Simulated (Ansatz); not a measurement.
System: CsCl-type TlBr. Method: HSE06 (PAW; Ansatz, an electronic-structure program).

Total energies, extrapolated to zero smearing (they compare only within this program, potentials and cutoff; free atoms with spin allowed, lowest state found):

```json
[
 {"system": "CsCl-type TlBr, relaxed", "energy (eV/atom)": "-7117.1989"},
 {"system": "free Tl atom", "energy (eV/atom)": "-11445.6655"},
 {"system": "free Br atom", "energy (eV/atom)": "-2783.7540"}
]
```

### Question
Work out the cohesive energy per atom.

### Answer
E_coh = [1 × (-11445.6655) + 1 × (-2783.7540)]/2 − (-7117.1989) = 2.49 eV/atom. The reference value is 2.43 ± 0.03 eV/atom (worked out here from tabulated enthalpies at 298 K, copied from a table, unchecked, brought to a static lattice with a Debye model, atoms in their spin–orbit ground levels; inputs from the CRC Handbook), not set against a level without spin–orbit coupling.

Spin–orbit coupling is left out; its size isn't shown.

The PAW data were made under PBE.
